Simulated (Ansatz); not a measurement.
# C₂HSi+ (triplet): wave-function methods side by side, def2-TZVPP

An exercise on one series of results from a longer session: the logs are not shown, and one member is left open.

The runs use Ansatz 0.2.0, Gaussian basis; def2-TZVPP, core rule «outside noble gas», up to 7 orbitals frozen.

Plan: UHF; ROHF; CCSD(T) on UHF.

2 further runs of the same task are left out: 2 set aside as unsound or not needed.

**The system**

The geometry is a PBE0/def2-TZVP stationary point (not a proven minimum) of the parent state, kept for this charge and spin.

4 atoms, charge 1, spin multiplicity 3.

Atoms are counted from 1 here; the program's logs count them from 0.

Bond lengths: C1–C2 1.222 Å, C1–H4 1.067 Å, C2–Si3 1.799 Å. Angles: C2–C1–H4 180.0°, C1–C2–Si3 180.0°.

The first run:

Contents of in.yaml:

```yaml
crystal:
  periodic: [false, false, false]
  atoms:
    - {symbol: C, position_ang: [0.000000, 0.000000, 0.794175]}
    - {symbol: C, position_ang: [0.000000, 0.000000, -0.427825]}
    - {symbol: Si, position_ang: [0.000000, 0.000000, -2.227125]}
    - {symbol: H, position_ang: [0.000000, 0.000000, 1.860775]}
basis:
  gaussian: {orbitals: def2-TZVPP}
total_charge: 1
magnetization: {spin_polarized: true, initial_magnetization: 2}
hamiltonian: {xc: hf}
output: {orbitals: {seedname: orbitals}}
```

Run with:

```sh
ansatz run in.yaml --threads 1 --pin off --events-out ev --progress --plain --max-ram 4096MiB --backend cpu
```

Among the steps run: UHF; ROHF; CCSD(T) on UHF.

One table of the session follows, with a row left open; its other results are not shown here.

```
  method  from UCCSD(T) (meV)
    ROHF             +10253.9
     UHF                    ?
    UMP2              +1126.5
   UCCSD               +598.1
UCCSD(T)                    0
```

Q: Estimate the row for UHF from the others.

**Answer.** from UCCSD(T) (meV): +10151.7. In the column «from UCCSD(T) (meV)» it lies between UMP2 (+1126.5) and ROHF (+10253.9).
